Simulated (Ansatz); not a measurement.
in.yaml

```yaml
crystal:
  periodic: [false, false, false]
  atoms:
    - {symbol: Al, position_ang: [-0.015433, -0.009008, 1.866857]}
    - {symbol: C, position_ang: [-0.016266, -0.025151, -0.089417]}
    - {symbol: Cl, position_ang: [0.031698, 0.034159, -1.777440]}
basis:
  gaussian: {orbitals: cc-pVDZ}
magnetization: {spin_polarized: false, initial_magnetization: 2}
correlation: {method: ccsdt_q, electrons: outside_noble_gas}
```

```sh
$ ansatz run in.yaml --threads 1 --pin off --events-out ev --progress --plain --max-ram 2393MiB
```

Q: Roughly how long does this take on 1 thread of Arm Neoverse V1, shared host, and how much host memory?

A: 60 s wall and 0.72 GiB.

```
929 factors; integrals over basis functions are off by at most 1.3e-7 eV
mean field evaluation 1: about -20113.3460 eV, gradient 9.4e0 eV
mean field evaluation 2: about -20113.3493 eV, gradient 9.4e0 eV
mean field evaluation 4: about -20114.3663 eV, gradient 1.7e0 eV
mean field evaluation 8: about -20114.4038 eV, gradient 3.7e-4 eV
mean field evaluation 16: about -20114.3998 eV, gradient 1.4e-1 eV
mean field evaluation 32: about -20111.8554 eV, gradient 5.5e-5 eV
mean field evaluation 64: about -20112.0487 eV, gradient 5.7e0 eV
mean field evaluation 96: about -20106.7654 eV, gradient 1.9e0 eV
mean field evaluation 128: about -20109.4944 eV, gradient 1.2e1 eV
mean field evaluation 160: about -20109.4265 eV, gradient 2.3e1 eV
...
cycle  12  -8.74812876 eV  change   -1.3e-4 eV  update   2.0e-4
cycle  13  -8.74805421 eV  change    7.5e-5 eV  update   1.2e-4
cycle  14  -8.74805677 eV  change   -2.6e-6 eV  update   8.2e-5
cycle  15  -8.74814367 eV  change   -8.7e-5 eV  update   5.9e-5
cycle  16  -8.74816444 eV  change   -2.1e-5 eV  update   2.6e-5
cycle  17  -8.74817032 eV  change   -5.9e-6 eV  update   1.4e-5
cycle  18  -8.74816439 eV  change    5.9e-6 eV  update   1.1e-5
cycle  19  -8.74815910 eV  change    5.3e-6 eV  update   5.6e-6
cycle  20  -8.74815885 eV  change    2.5e-7 eV  update   2.7e-6
cycle  21  -8.74815976 eV  change   -9.1e-7 eV  update   1.5e-6
perturbative correction -0.01963152 eV, -0.0007214451 hartree
Total energy: -20123.17154523 eV, -739.5129143117 hartree
```

For the same geometry and basis UCCSDT(Q) lies 3.4 meV lower.
